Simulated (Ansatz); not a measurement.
Geometry optimisation, Ansatz 0.2.0, UKS BHLYP-D4/def2-mTZVP.

input.yaml

```yaml
crystal:
  periodic: [false, false, false]
  atoms:
    - { symbol: H, position_ang: [0.160733, -0.712007, 0.240661] }
    - { symbol: B, position_ang: [0.183956, -0.767637, 1.403774] }
    - { symbol: C, position_ang: [-0.17321, 0.80307, -1.565079] }
    - { symbol: F, position_ang: [-0.631205, 1.511241, -0.530907] }
    - { symbol: H, position_ang: [1.196764, -0.5771, 1.98258] }
    - { symbol: H, position_ang: [-0.799493, -1.027734, 2.004605] }
    - { symbol: H, position_ang: [0.897069, 0.747277, -1.637889] }
    - { symbol: H, position_ang: [-0.834615, 0.022791, -1.897746] }
magnetization:
  spin_polarized: true
  initial_magnetization: 1
basis:
  gaussian: { orbitals: def2-mTZVP }
hamiltonian:
  xc: { name: BHLYP }
  dispersion: d4
relax:
  f_tol: 0.03
  max_steps: 50
output:
  orbitals: {}
```

Launched with:

```bash
$ ansatz run input.yaml --threads 2 --pin off --max-ram 3072MiB --backend cpu --events-out ev --progress --plain --runs-dir out
```

Problem. Where does it end, and by what steps?

Solution. It converged. After 15 steps the energy has fallen by 0.163 eV; H1 moved furthest, 0.82 Å.

```tsv
step	energy less start (eV)	largest force component (eV/Å)	accepted
0	0.0000	0.396	yes
1	-0.0524	0.199	yes
2	-0.0593	0.340	yes
3	-0.0610	1.010	yes
4	-0.0812	0.127	yes
5	-0.0894	0.086	yes
6	-0.1064	0.527	yes
7	-0.1119	0.416	yes
8	-0.1177	0.324	yes
9	-0.1266	0.151	yes
10	-0.1392	0.559	yes
11	-0.0546	1.078	no
12	-0.1612	0.096	yes
13	-0.1622	0.064	yes
14	-0.1630	0.030	yes
15	-0.1632	0.029	yes
```

```xyz
8
Properties=species:S:1:pos:R:3
H 0.374 -1.481 0.431
B 0.172 -0.736 1.326
C -0.205 0.859 -1.474
F -0.429 0.971 -0.158
H 1.062 -0.103 1.773
H -0.887 -0.718 1.847
H 0.823 0.969 -1.757
H -0.909 0.237 -1.989
```

Whether the end is a true minimum wasn't checked by a vibrational analysis.

Time of the run: 27 s on 2 threads of Arm Neoverse V2 (shared host), peak memory 0.16 GiB.
